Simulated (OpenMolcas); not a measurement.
## How basis sets differ on C2HF2 (SMILES [CH]=C(F)F)

The species is C2HF2 (5 atoms), meant as a doublet with charge 0. SMILES: `[CH]=C(F)F`. Geometry: relaxed at PBE0-D4/def2-TZVP.

```xyz
5

C    -0.0282    0.9127   -0.0149
C     0.1636   -0.3661    0.1246
F     1.0438   -0.9117    0.9325
F    -0.4926   -1.3132   -0.5203
H    -0.6366    1.6045   -0.5634
```

Quantity: the dipole moment, in D. The values are calculated.

```
                          level          kind     program  value (D)  CPU time
            ROHF/ANO-R0 (sfX2C)  Hartree–Fock  OpenMolcas       0.79     3.5 s
                     UHF/STO-3G  Hartree–Fock  OpenMolcas       1.05     2.1 s
                      UHF/3-21G  Hartree–Fock  OpenMolcas       1.86     2.4 s
ROHF/aug-cc-pVDZ (RICD fitting)  Hartree–Fock  OpenMolcas       1.57      11 s
                UHF/aug-cc-pVDZ  Hartree–Fock  OpenMolcas       1.66      16 s
```

The values span 0.79 to 1.86 D. Spin contamination of the reference (⟨S²⟩ at least 0.1 too high) touches UHF/STO-3G, UHF/3-21G, UHF/aug-cc-pVDZ. Magnitudes only. Sets without polarisation functions give poor dipoles. In so small a basis fixed costs decide the times, and correlated methods can beat functionals. CPU times are rough (shared hosts, several kinds of processor and program).
